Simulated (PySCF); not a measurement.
## What PySCF settings do for NaH⁺

Base input, run as `OMP_NUM_THREADS=1 python input.py` with PySCF 2.14:

```python
from pyscf import gto, scf, cc

mol = gto.M(
    atom='Na 0 0 0; H 0 0 2.095',
    basis='pcseg-1',
    charge=1,
    spin=1,
    verbose=3,
)
mf = scf.UHF(mol)
mf = mf.density_fit(auxbasis='def2-universal-jkfit')
mf.kernel()
mycc = cc.CCSD(mf, frozen=1)
mycc.kernel()
e = mycc.eaccsd(nroots=5)[0]
print('roots (eV) =', (e*27.211386).round(3))
mf.dip_moment()
print('orbital energies (hartree):', [e[max(0, n-3):n+3].round(4) for e, n in zip(mf.mo_energy, mol.nelec)])
```

Base result: E(SCF) = -162.145949 Eh, E(CCSD) − E(SCF) = -0.00117 Eh, ⟨S²⟩ = 0.750, attachment roots -6.603, -4.431, -4.425, -3.616, -2.161 eV. The bond length is a typed value, not an optimised one. Positive EA roots mean that the added electron is unbound. The dipole of an ion depends on the origin. No search for the lowest solution was made.

Run time: 2.9 s on 1 thread of Arm Neoverse V1 (shared host), peak memory 0.11 GiB.

Each row names what differs from the base; energies in brackets are changes from the base.

| change | result | wall time (s) |
| --- | --- | --- |
| spin (2S): 1 → 5 [positive roots are unbound] [a high spin state] | E(SCF) = -158.846811 Eh (+89.7741 eV), E(CCSD) − E(SCF) = -0.00124 Eh, ⟨S²⟩ = 8.750, attachment roots -59.520, -59.332, -59.159, -58.974, -58.967 eV | 6.6 |
| step after the SCF: eomea → optimize | E(SCF) = -162.145949 Eh (+0.0000 eV), ⟨S²⟩ = 0.750, all at the start geometry; optimised bond 3.055 Å with E = -162.152015 Eh after 11 steps | 1.7 |
| basis set: pcseg-1 → def2-tzvpp [positive roots are unbound] | E(SCF) = -162.168204 Eh (-0.6056 eV), E(CCSD) − E(SCF) = -0.16480 Eh, ⟨S²⟩ = 0.750, attachment roots -6.872, -4.579, -4.498, -3.880, -3.081 eV | 25 |
| Cartesian functions: off → on [positive roots are unbound] | E(SCF) = -162.145945 Eh (+0.0001 eV), E(CCSD) − E(SCF) = -0.00117 Eh, ⟨S²⟩ = 0.750, attachment roots -6.601, -4.431, -4.425, -3.615, -2.161 eV | 2.9 |
| DIIS space: default → off [positive roots are unbound] | E(SCF) = -162.145949 Eh (+0.0000 eV), E(CCSD) − E(SCF) = -0.00117 Eh, ⟨S²⟩ = 0.750, attachment roots -6.603, -4.431, -4.425, -3.616, -2.161 eV | 3 |
| level shift (hartree): none → 5 [unsound on purpose] | not converged: SCF | 3.3 |
| functional: none (Hartree–Fock) → pbe0; SCF type: UHF → UKS; step after the SCF: eomea → analyze | E(SCF) = -162.471854 Eh, ⟨S²⟩ = 0.750 | 1.2 |
| density fitting: def2-universal-jkfit → none [positive roots are unbound] | E(SCF) = -162.145951 Eh (-0.0001 eV), E(CCSD) − E(SCF) = -0.00117 Eh, ⟨S²⟩ = 0.750, attachment roots -6.603, -4.431, -4.425, -3.616, -2.165 eV | 1 |
| basis set: pcseg-1 → ano-rcc-vdzp; spin-free X2C: off → on [positive roots are unbound] | E(SCF) = -162.377836 Eh, E(CCSD) − E(SCF) = -0.11776 Eh, ⟨S²⟩ = 0.750, attachment roots -6.740, -4.515, -4.490, -3.842, -3.081 eV | 7 |
| length unit: angstrom → bohr [unsound on purpose] [positive roots are unbound] | E(SCF) = -161.972747 Eh (+4.7130 eV), E(CCSD) − E(SCF) = -0.00573 Eh, ⟨S²⟩ = 0.750, attachment roots -6.976, -4.262, -4.214, -3.137, -2.496 eV | 3.8 |
| geometry: bond 2.095 → bond 1.844 [positive roots are unbound] | E(SCF) = -162.136974 Eh (+0.2442 eV), E(CCSD) − E(SCF) = -0.00117 Eh, ⟨S²⟩ = 0.750, attachment roots -6.880, -4.358, -4.351, -3.554, -2.229 eV | 3 |
| spin (2S): 1 → 2 [unsound on purpose] | stops with RuntimeError (Electron number 11 and spin 2 are not consistent) | 0.62 |
| functional: none (Hartree–Fock) → lc_wpbe; SCF type: UHF → UKS; step after the SCF: eomea → analyze | E(SCF) = -162.514904 Eh, ⟨S²⟩ = 0.750 | 1.4 |
| charge: 1 → 3 [another spin of the ion may lie lower] [positive roots are unbound] | E(SCF) = -159.360812 Eh (+75.7874 eV), E(CCSD) − E(SCF) = -0.00040 Eh, ⟨S²⟩ = 0.750, attachment roots -55.529, -27.309, -27.306, -27.291, -27.269 eV | 3.2 |
| functional: none (Hartree–Fock) → hf,lyp; SCF type: UHF → UKS; step after the SCF: eomea → analyze | E(SCF) = -162.547878 Eh, ⟨S²⟩ = 0.750 | 1.3 |
| step after the SCF: eomea → eomip; number of roots: 5 → 8 | E(SCF) = -162.145949 Eh (+0.0000 eV), E(CCSD) − E(SCF) = -0.00117 Eh, ⟨S²⟩ = 0.750, ionisation roots 20.276, 48.496, 48.496, 48.513, 48.513, 48.514, 48.571, 49.094 eV | 1.3 |
| smearing width (hartree): none → 0.05; step after the SCF: eomea → none [smearing does not keep the typed spin] | E(SCF) = -161.999616 Eh (+3.9819 eV) | 0.76 |

Q: Order these changes by how far they move the SCF energy from the base, largest first: (1) Cartesian functions: off → on; (2) density fitting: def2-universal-jkfit → none; (3) geometry: bond 2.095 → bond 1.844.

A: (3) +0.2442 eV, (1) +0.0001 eV, (2) -0.0001 eV.
